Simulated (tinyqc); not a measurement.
RKS/exchange-only LDA in the sto-3g basis, for LiH, spin multiplicity 1, step by step. One step of it, computed by the program tinyqc.

Task: Iteration 2: diagonalisation and new density. Diagonalise F' = X^T F X, C = X C', fill 2 alpha and 2 beta electrons from the bottom; D = 2 C_occ C_occ^T. Each column has its largest component positive (the first on a tie).

extrapolated F (hartree), order 1Li 1s, 1Li 2s, 1Li 2px, 1Li 2py, 1Li 2pz, 2H 1s:
```
[[-2.979688, -0.694978, 0.000000, 0.000000, 0.000084, -0.036890],
 [-0.694978, -0.355794, 0.000000, 0.000000, -0.019286, -0.100017],
 [0.000000, 0.000000, -0.121974, 0.002951, 0.000000, 0.000000],
 [0.000000, 0.000000, 0.002951, -0.117412, 0.000000, 0.000000],
 [0.000084, -0.019286, 0.000000, 0.000000, -0.147695, -0.124192],
 [-0.036890, -0.100017, 0.000000, 0.000000, -0.124192, -0.098901]]
```

X, order 1Li 1s, 1Li 2s, 1Li 2px, 1Li 2py, 1Li 2pz, 2H 1s:
```
[[0.342364, 0.735240, 0.000000, 0.000000, 0.588611, 0.244763],
 [-0.651142, -0.567779, 0.000000, 0.000000, 0.458428, 0.415611],
 [0.000000, 0.000000, 0.958320, 0.285697, 0.000000, 0.000000],
 [0.000000, 0.000000, -0.285697, 0.958320, 0.000000, 0.000000],
 [-0.676848, 0.530658, 0.000000, 0.000000, -0.472085, 0.414279],
 [0.864832, -0.303238, 0.000000, 0.000000, -0.257330, 0.540252]]
```

Give: F' = X^T F X; orbital energies; coefficients C; D after iteration 2.

Result:

F' = X^T F X (hartree):
```
[[-0.1127, -0.4083, 0.0000, 0.0000, -0.4050, -0.1502],
 [-0.4083, -1.1622, 0.0000, 0.0000, -1.1674, -0.5726],
 [0.0000, 0.0000, -0.1232, 0.0012, 0.0000, 0.0000],
 [0.0000, 0.0000, 0.0012, -0.1162, 0.0000, 0.0000],
 [-0.4050, -1.1674, 0.0000, 0.0000, -1.5087, -0.6809],
 [-0.1502, -0.5726, 0.0000, 0.0000, -0.6809, -0.5525]]
```

orbital energies (hartree): [-2.9799, -0.2337, -0.1573, -0.1234, -0.1160, 0.0347]

coefficients C, order 1Li 1s, 1Li 2s, 1Li 2px, 1Li 2py, 1Li 2pz, 2H 1s:
```
[[1.0022, -0.1829, 0.1430, 0.0000, 0.0000, 0.0762],
 [-0.0095, 0.7681, -0.6284, 0.0000, 0.0000, -0.3799],
 [0.0000, 0.0000, 0.0000, 0.8977, 0.4407, 0.0000],
 [0.0000, 0.0000, 0.0000, -0.4407, 0.8977, 0.0000],
 [-0.0008, 0.3558, 0.7115, 0.0000, 0.0000, -0.7080],
 [0.0023, 0.3433, 0.2648, 0.0000, 0.0000, 1.0050]]
```

D after iteration 2, order 1Li 1s, 1Li 2s, 1Li 2px, 1Li 2py, 1Li 2pz, 2H 1s:
```
[[2.0758, -0.3000, 0.0000, 0.0000, -0.1318, -0.1210],
 [-0.3000, 1.1803, 0.0000, 0.0000, 0.5467, 0.5274],
 [0.0000, 0.0000, 0.0000, 0.0000, 0.0000, 0.0000],
 [0.0000, 0.0000, 0.0000, 0.0000, 0.0000, 0.0000],
 [-0.1318, 0.5467, 0.0000, 0.0000, 0.2533, 0.2444],
 [-0.1210, 0.5274, 0.0000, 0.0000, 0.2444, 0.2358]]
```
